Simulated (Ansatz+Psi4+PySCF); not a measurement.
Values are calculated unless marked as measured or tabulated.
This Ansatz input gave a total energy of -111.66394 hartree.

```yaml
crystal:
  periodic: [false, false, false]
  atoms:
    - { symbol: "N", position_ang: [0.0, 0.71896, -0.07769] }
    - { symbol: "N", position_ang: [0.0, -0.71896, -0.07769] }
    - { symbol: H, position_ang: [0.21108, 1.09275, 0.84789] }
    - { symbol: H, position_ang: [-0.94821, 1.00503, -0.30408] }
    - { symbol: H, position_ang: [-0.21108, -1.09275, 0.84789] }
    - { symbol: H, position_ang: [0.94821, -1.00503, -0.30408] }
basis:
  gaussian: { orbitals: cc-pVTZ }
hamiltonian:
  xc: hf
correlation:
  method: mp2
  frozen_orbitals: { H: 0, "N": 1 }
scf:
  omitted_lower_state_checks: [stability, starts, atomic_configurations, cluster_reference, orbital_swaps, given_window_search, neighbouring_geometries, increment]
```

Q: Write an input for PySCF with the same method and basis set.

A:

```python
from pyscf import gto, scf, mp

mol = gto.M(atom="""
N 0.000000 0.718960 -0.077690
N 0.000000 -0.718960 -0.077690
H 0.211080 1.092750 0.847890
H -0.948210 1.005030 -0.304080
H -0.211080 -1.092750 0.847890
H 0.948210 -1.005030 -0.304080
""", basis='cc-pvtz', charge=0, spin=0)
mf = scf.RHF(mol)
mf.kernel()
pt = mp.MP2(mf, frozen=2).run()
print(mf.e_tot, pt.e_corr, pt.e_tot)
```

PySCF 2.14.0 gave -111.66394 hartree, 0.05 meV from the first.
